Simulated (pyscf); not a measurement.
This saddle point was located with ωB97X-D3(BJ)/def2-SVP in PySCF.

```xyz
7

Si    -0.1840     0.0120    -0.2150
Cl     1.2123     1.3642    -1.0379
H     -1.5343    -0.9245    -0.5705
H     -1.1607     1.0413     0.2067
H      0.5925    -1.2109    -0.5190
H     -0.6291    -0.7887     1.1948
H     -1.3219    -1.0889     0.4529
```

Surface: singlet, charge 0. Lowest wavenumbers (cm⁻¹): 1506i, 260, 498, 539, 925.

Task: Which two sides does it connect, and which bonds change?

Result: H₃Si–Cl + H₂ ⇌ H₃Si–Cl + H₂, a four-centre exchange read from left to right: H–Si, H–H broken and H–Si, H–H formed. At ωB97M-D3(BJ)/def2-TZVP it lies +59.4 kcal/mol from the left side and +59.4 kcal/mol from the right (each side as separated species at their lowest minima found). At the saddle there is also a short H–Si contact that neither side keeps. This is the saddle that the search found; another between the same sides may lie lower.
